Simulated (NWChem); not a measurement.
Species: chloroform (CHCl3); SMILES ClC(Cl)Cl

Results from NWChem. All runs use the structure optimised with PBE-D3(BJ)/def2-SVP. Level: B3LYP/def2-SVP with COSMO at NWChem's default radii, gas-phase geometry; rows give the dielectric constant.

For dielectric constant 1.5:

```
Item                                       Value
-----------------------------------------  -----
electrostatic solvation energy (kcal/mol)   -0.7
dipole in solution (D)                      1.24
```

Problem. How do the values read with dielectric constant 7.6 instead?

Solution. 
| Quantity | Value |
|---|---|
| electrostatic solvation energy (kcal/mol) | -1.9 |
| dipole in solution (D) | 1.45 |
